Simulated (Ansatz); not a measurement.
What does this script print? It uses Ansatz's Python interface.

`ch5bs.py`:
```python
# -*- coding: utf-8 -*-
import ansatz as az
import numpy as np

geometry_ang = [
    ("C", (-0.5866, 0.7058, -0.2726)),
    ("B", (0.6886, -0.0854, -0.0417)),
    ("S", (0.781, -1.252, 1.4134)),
    ("H", (-1.4142, 0.0661, -0.4273)),
    ("H", (-0.5181, 1.3713, -1.2096)),
    ("H", (-0.8294, 1.4188, 0.5905)),
    ("H", (1.6324, 0.0286, -0.7784)),
    ("H", (0.3385, -2.3103, 0.67)),
]
system = az.Crystal.molecule()
for symbol, xyz in geometry_ang:
    system = system.atom(symbol, xyz)

calc = system.calculation().basis(gaussian="def2-SVP").functional("B3LYP")
symbols = [site.symbol for site in system.cartesian_sites]
start = np.array([site.position_ang for site in system.cartesian_sites], dtype=float)
r = calc.relax(force_tolerance=0.005).run(threads=1).report
end = np.array(r["positions_ang"])

first, second, third = [3, 4, 5]
turned = end.copy()
turned[[first, second, third]] = end[[second, third, first]]
listed = lambda xyz: [{"symbol": s, "position_ang": p.tolist()} for s, p in zip(symbols, xyz)]
deck = calc.input().to_dict()
deck["crystal"]["atoms"] = listed(end)
deck["neb"] = {"final_atoms": listed(turned), "images": 3, "initial_path": "idpp", "f_tol": 0.03, "max_iterations": 40}
rounds = []
band = az.Session.from_dict(deck).plan().execute(on_event=lambda e: rounds.append(e["data"]) if e["event"] == "neb_iteration" else None)
for each in rounds:
    print(f"round {each['iteration']:2d}  largest band force {each['band_force_max_ev_ang']:.4f} eV/A")
images = rounds[-1]["images"]
for image in images:
    print(f"s = {image['path_coordinate_ang']:6.3f} A   {96.485332 * (image['lagrangian_ev'] - images[0]['lagrangian_ev']):8.3f} kJ/mol")
```

```console
$ python ch5bs.py
round  1  largest band force 0.7432 eV/A
round  2  largest band force 0.2655 eV/A
round  3  largest band force 0.1508 eV/A
round  4  largest band force 0.1155 eV/A
round  5  largest band force 0.0215 eV/A
s =  0.000 A      0.000 kJ/mol
s =  0.681 A      2.242 kJ/mol
s =  1.362 A      5.187 kJ/mol
s =  2.044 A      2.242 kJ/mol
s =  2.725 A     -0.000 kJ/mol
```

Reading the output:
- The energies are electronic: no zero-point or thermal terms, and the basis set is short of its limit.
- b3lyp holds the VWN-RPA fit, as in Gaussian; the form of ORCA and Turbomole is b3lyp5.
- The whole script took 110 s on 1 thread of Arm Neoverse V1, with other jobs on the host, peak memory 0.21 GiB.
